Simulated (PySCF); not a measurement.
# C2H3F: the cost of one run

Programs: PySCF 2.14.0, with routines of our own; each step states its level. All values are computed. Atoms count from 0.

### Step 1. The starting structure

6 atoms, charge 1, multiplicity 2; geometry from: GFN2-xTB.

### Step 2. Open-shell or spin-flip excitations: unrestricted TDA B3LYP/def2-SVPD

The job: settings as JSON, then the geometry in Å.

```
{"job": {"kind": "uabs", "xc": "B3LYP", "basis": "def2-SVPD", "nstates": 10, "tda": true}, "charge": 1, "multiplicity": 2}
C     -0.705944    -0.000438     0.009343
C      0.653972    -0.031003     0.025339
F      1.406173     1.002522     0.089486
H     -1.308234    -0.858710     0.304949
H     -1.262171     0.864276    -0.368702
H      1.219325    -0.974656    -0.081990
```

With the program's defaults for keys left out, this is: unrestricted TDA B3LYP/def2-SVPD, vertical, gas phase, core orbitals frozen in the response.

Run with:

```sh
$ OMP_NUM_THREADS=1 python excited_run.py task.json out
```

One launch serves the whole session: the jobs run in the order shown.

**Question.** How long does this first job take on 1 thread of Intel Xeon Platinum 8488C, shared host, and how much memory does it need?

About 6.9 s, with a peak of 0.35 GiB.
